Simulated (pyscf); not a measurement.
Thermochemistry of product channels of Li–O–AlH₂ + HCl on the singlet surface, in eV, from CCSD(T)/def2-TZVPP + ΔMP2(QZVPP) energies (ideal gas, 1 atm, RRHO with modes under 100 cm⁻¹ raised to 100, one conformer, R ln 2 for chiral ones without a mode under 150 cm⁻¹). PySCF, gas phase, ωB97X-D3(BJ)/def2-SVP geometries. MP2 and CC: frozen core, UHF for open shells. ΔMP2 is the change of the MP2 total energy from the triple- to the quadruple-zeta basis.

```tsv
products	ΔE	ΔH(298 K)	ΔG(600 K)	ΔG(1200 K)
Li–OH + H₂Al–Cl	-0.02	+0.06	+0.07	+0.09
Li–Cl + HO–AlH₂	…	-0.80	-0.82	…
```

**Question.** What belongs in the gaps?

**Answer.** 
- Li–Cl + HO–AlH₂, ΔE: -0.87
- Li–Cl + HO–AlH₂, ΔG(1200 K): -0.84

These are energies of the channels, which say nothing of barriers. The CCSD(T) − MP2 part came from Ansatz, without density fitting, on the same reference. The frozen core leaves the outer d or s,p core shells of the metals and heavy elements correlated in the MP2 and CC values, and def2-TZVPP describes them poorly, which can shift differences by a few kcal/mol.
